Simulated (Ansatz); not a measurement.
# Basis-set limit of AlH3Cl, doublet

```xyz
5

Al   -1.8156    0.0000    0.0000
H    -2.6086    1.3734    0.0000
H    -2.6086   -1.3734    0.0000
H     0.0614    0.0000    0.0000
Cl    1.5284    0.0000    0.0000
```

Connectivity, by distances: AlH2 ··· Cl, 1 bridging H.

Ansatz 0.2.0, UHF determinant, valence electrons correlated. Energies in eV.

```json
{"set": "def2-TZVPP", "X": "3", "functions": "126", "Hartree–Fock": "-19132.6668", "MP2 correlation": "-7.6835", "CCSD(T) correlation": "-9.0479", "time": "6 s on 1 × NVIDIA H100 80GB HBM3 with 1 thread of AMD EPYC 7R13 Processor (Zen 3), on a shared host"}
{"set": "def2-QZVPP", "X": "4", "functions": "230", "Hartree–Fock": "-19133.2323", "MP2 correlation": "-8.3907", "CCSD(T) correlation": "-9.7347", "time": "8.5 s on 1 × NVIDIA H100 80GB HBM3 with 1 thread of AMD EPYC 7R13 Processor (Zen 3), on a shared host"}
```

Hartree–Fock is taken to follow E(X) = E∞ + A·exp(−7.88·√X), correlation E(X) = E∞ + B·X^−2.97.

Task: Work out the CCSD(T) energy at the limit, and how far the shortcut misses it that extrapolates MP2 and adds CCSD(T) minus MP2 from the smaller set.

Result: Hartree–Fock: E∞ = E4 + 0.1377·(E4 − E3) = -19133.3102. Correlation: E∞ = E4 + 0.7407·(E4 − E3) = -10.2434 for CCSD(T) and -8.9146 for MP2. The limit is -19143.5536 eV, 0.587 eV below def2-QZVPP. The shortcut gives a correlation energy of -8.9146 + (-1.3644) = -10.2790, 36 meV lower than the direct value.

Past Ne part of the Hartree–Fock step between the two sets comes from the cores, which don't follow the formula, so the 78 meV that it adds to the total can overshoot; that part largely cancels in differences.
